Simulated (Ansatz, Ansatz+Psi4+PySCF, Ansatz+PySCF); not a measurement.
```yaml
atoms:
  - { symbol: C, position_ang: [0.0000, 0.0000, 0.0002] }
  - { symbol: H, position_ang: [0.0000, 1.0804, -0.0004] }
  - { symbol: H, position_ang: [0.9357, -0.5402, -0.0004] }
  - { symbol: H, position_ang: [-0.9357, -0.5402, -0.0004] }
```

Basis set: cc-pVTZ (spherical functions). Correlated methods keep 1 orbital frozen. Correlation on ROHF uses semicanonical orbitals with singles. Charge 0, multiplicity 2.

Computed with Ansatz (development build ahead of 0.2.0); each method stands on the lowest determinant of its kind that the runs found.

Task: Give the atomization energy at this shape (free ground-state atoms in the same class of orbitals less the molecule, no zero-point energy) of doublet CH3 by ROHF-MP2, ROHF.

Result:

| method | atomization energy |
| --- | --- |
| ROHF-MP2 | 13.01 eV |
| ROHF | 10.52 eV |
